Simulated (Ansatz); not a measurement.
**BF2 (SMILES F[B]F): levels of theory compared**

We compute a comparison of 6 runs (UHF/STO-3G, U-revPBE/STO-3G, UBLYP/STO-3G, UPBE0/STO-3G, UMP2/STO-3G, UCCSDTQ/STO-3G) of BF2. 

Program for the calculation: Ansatz 0.2.0.

36 further runs of the same task are left out: 36 set aside as unsound or not needed.

## (1) The molecule

BF2: 3 atoms, total charge 0, spin state doublet. SMILES: `F[B]F`. The F3–B2 distance was set to 1.959 Å, away from the relaxed value.

Bond lengths: F1–B2 1.306 Å. A long bond or contact: B2–F3 1.959 Å.

## (2) A single-point energy at UHF/STO-3G (run 1)

Input file in.yaml:

```yaml
crystal:
  periodic: [false, false, false]
  atoms:
    - symbol: F
      position_ang: [1.054078, -1.293513, 0.427964]
    - symbol: B
      position_ang: [0.819978, -0.008713, 0.449264]
    - symbol: F
      position_ang: [-0.802900, 0.738900, -0.354600]
basis:
  gaussian: {orbitals: STO-3G}
magnetization: {spin_polarized: true, initial_magnetization: 1}
hamiltonian: {xc: hf}
accuracy: high
```

Launch:

```bash
ansatz run in.yaml --threads 1 --pin off --max-ram 2610MiB --events-out events.jsonl --progress --plain --runs-dir runs
```

Output:

```text
Warning: RAYON_NUM_THREADS=1 ignored (pool sized by the plan → 1); use --threads N
Functional definition: HF
  name "HF"
  exchange = exact_x
  correlation = 0
245 factors; integrals over basis functions are off by at most 3.9e-8 eV
mean field evaluation 1: about -5989.4593 eV, gradient 1.9e1 eV
mean field evaluation 2: about -5989.5252 eV, gradient 1.9e1 eV
mean field evaluation 4: about -5995.0588 eV, gradient 4.5e0 eV
mean field evaluation 8: about -5996.1002 eV, gradient 3.4e-1 eV
mean field evaluation 16: about -5996.0939 eV, gradient 2.4e-8 eV
mean field evaluation 32: about -5995.1590 eV, gradient 7.9e-1 eV
mean field evaluation 64: about -5994.2856 eV, gradient 3.2e0 eV
mean field evaluation 96: about -5994.8817 eV, gradient 2.5e-1 eV
mean field evaluation 128: about -5990.3181 eV, gradient 1.9e0 eV
mean field -5996.09391681 eV, -220.3523871442 hartree, gradient 3.0e-8 eV, S^2 0.974001; 1 other end points of the search recorded, 0 dependent functions left out
reference -5996.09391681 eV, -220.3523871442 hartree; 12, 11 occupied and 3, 4 virtual orbitals, 245 factors
Total energy: -5996.09391681 eV, -220.3523871442 hartree
```

Run time: 0.12 s. Hardware: 1 thread of Intel Xeon Platinum 8488C (Sapphire Rapids), shared host.

## (3) The energy at U-revPBE/STO-3G (run 2)

Input file molecule.yaml:

```yaml
crystal:
  periodic: [false, false, false]
  atoms:
    - {symbol: F, position_ang: [1.054078, -1.293513, 0.427964]}
    - {symbol: B, position_ang: [0.819978, -0.008713, 0.449264]}
    - {symbol: F, position_ang: [-0.802900, 0.738900, -0.354600]}
basis:
  gaussian:
    orbitals: STO-3G
magnetization:
  spin_polarized: true
  initial_magnetization: 1
hamiltonian:
  xc: {name: revPBE}
accuracy: high
```

Launch:

```bash
ansatz run molecule.yaml --threads 1 --pin off --max-ram 2610MiB --events-out events.jsonl --progress --plain --runs-dir runs
```

Output:

```text
Warning: RAYON_NUM_THREADS=1 ignored (pool sized by the plan → 1); use --threads N
Functional definition: revPBE
  name "revPBE"
  parameter kappa = 1.245
  parameter beta = 0.06672455060314922
  exchange = pbe_x(kappa = kappa, mu = beta*pi^2/3)
  correlation = pbe_c(beta = beta)
245 factors; integrals over basis functions are off by at most 3.9e-8 eV
mean field evaluation 1: about -6016.3475 eV, gradient 1.5e1 eV
mean field evaluation 2: about -5866.8135 eV, gradient 1.2e2 eV
mean field evaluation 4: about -6017.9641 eV, gradient 7.9e0 eV
mean field evaluation 8: about -6018.3686 eV, gradient 1.9e-1 eV
mean field evaluation 16: about -6018.3690 eV, gradient 1.5e-5 eV
mean field evaluation 32: about -6015.7433 eV, gradient 1.4e-3 eV
mean field -6018.36899298 eV, -221.1709810951 hartree, gradient 8.3e-9 eV, S^2 0.760703; 4 other end points of the search recorded, 0 dependent functions left out
reference -6018.36899451 eV, -221.1709811511 hartree; 12, 11 occupied and 3, 4 virtual orbitals, 245 factors
Total energy: -6018.36899451 eV, -221.1709811511 hartree
```

Wall time 1.4 s (1 thread of Intel Xeon Platinum 8488C (Sapphire Rapids), shared host); peak memory 0.13 GiB.

## (4) A single-point energy at UBLYP/STO-3G (run 3)

Input file run.yaml:

```yaml
crystal:
  periodic: [false, false, false]
  atoms:
    - {symbol: F, position_ang: [1.054078, -1.293513, 0.427964]}
    - {symbol: B, position_ang: [0.819978, -0.008713, 0.449264]}
    - {symbol: F, position_ang: [-0.802900, 0.738900, -0.354600]}
basis:
  gaussian: {orbitals: STO-3G}
magnetization: {spin_polarized: true, initial_magnetization: 1}
hamiltonian: {xc: {name: BLYP}}
accuracy: high
```

Launch:

```bash
ansatz run run.yaml --threads 1 --pin off --max-ram 2610MiB --events-out events.jsonl --progress --plain --runs-dir runs
```

Output:

```text
Warning: RAYON_NUM_THREADS=1 ignored (pool sized by the plan → 1); use --threads N
Functional definition: BLYP
  name "BLYP"
  parameter beta = 0.0042
  parameter a = 0.04918
  parameter b = 0.132
  parameter c = 0.2533
  parameter d = 0.349
  exchange = b88_x(beta = beta)
  correlation = lyp_c(a = a, b = b, c = c, d = d)
245 factors; integrals over basis functions are off by at most 3.9e-8 eV
mean field evaluation 1: about -6016.0689 eV, gradient 1.5e1 eV
mean field evaluation 2: about -5865.7052 eV, gradient 1.2e2 eV
mean field evaluation 4: about -6017.6621 eV, gradient 8.0e0 eV
mean field evaluation 8: about -6018.0805 eV, gradient 1.3e-1 eV
mean field evaluation 16: about -6018.0807 eV, gradient 1.9e-5 eV
mean field evaluation 32: about -6015.4229 eV, gradient 1.4e-3 eV
mean field -6018.08073252 eV, -221.1603877186 hartree, gradient 9.0e-9 eV, S^2 0.759122; 4 other end points of the search recorded, 0 dependent functions left out
reference -6018.08075835 eV, -221.1603886677 hartree; 12, 11 occupied and 3, 4 virtual orbitals, 245 factors
Total energy: -6018.08075835 eV, -221.1603886677 hartree
```

Run time: 1.4 s. Hardware: 1 thread of Intel Xeon Platinum 8488C (Sapphire Rapids), shared host; peak memory 0.13 GiB.

Runs 4 to 5 aren't shown in full; the table further down has their settings and results.

## (5) The energy at UCCSDTQ/STO-3G (run 6)

Edit run.yaml of step 4 so:

```diff
@@ -9,3 +9,4 @@
 magnetization: {spin_polarized: true, initial_magnetization: 1}
-hamiltonian: {xc: {name: BLYP}}
+correlation: {method: ccsdtq, frozen_orbitals: {B: 1, F: 1}}
 accuracy: high
+scf: {omitted_lower_state_checks: [cluster_reference, increment]}
```

Launch:

```bash
ansatz run run.yaml --threads 1 --pin off --max-ram 2610MiB --events-out events.jsonl --progress --plain --runs-dir runs
```

Output:

```text
Warning: RAYON_NUM_THREADS=1 ignored (pool sized by the plan → 1); use --threads N
[... 17 lines left out ...]
3 core orbitals not correlated: weight in the atoms' cores, before any rotation towards them, 1.000 or more for the frozen orbitals, at most 0.000 for the correlated occupied ones
[... 60 lines left out ...]
Total energy: -5998.74580948 eV, -220.4498424024 hartree
Checks for a lower state left out: cluster_reference, increment
```

Run time: 73 s. Hardware: 1 thread of Intel Xeon Platinum 8488C (Sapphire Rapids), shared host; peak memory 0.52 GiB.

## (6) All runs side by side

```
run            level  frozen core orbitals  energy (Eh)   ⟨S²⟩  wall time
  1       UHF/STO-3G                     –  -220.352387  0.974     0.12 s
  2  U-revPBE/STO-3G                     –  -221.170981  0.761      1.4 s
  3     UBLYP/STO-3G                     –  -221.160389  0.759      1.4 s
  4     UPBE0/STO-3G                     –  -221.018476  0.791     0.78 s
  5      UMP2/STO-3G                     3  -220.409541  0.974      0.3 s
  6   UCCSDTQ/STO-3G                     3  -220.449842  0.974       73 s
```

## (7) Results

```
                                          quantity          value
                               run 6: total energy  -220.44984 Eh
run 6: correlation energy (3 core orbitals frozen)      -97.5 mEh
          run 6: ⟨S²⟩ of the reference determinant          0.974
                              run 6: T1 diagnostic          0.041
```

**Reading.** Below the UHF energy at the same shape and in the same basis (STO-3G): UMP2 -57.2 mEh; UCCSDTQ -97.5 mEh. Totals of different functionals can't be ranked against each other. In runs 1, 2, 3, 4, 5, 6 the basis is minimal, so the values are rough. Spin contamination of the reference: run 1 ⟨S²⟩ = 0.97, run 5 ⟨S²⟩ = 0.97, run 6 ⟨S²⟩ = 0.97. All runs together took 77 s, the longest 73 s.
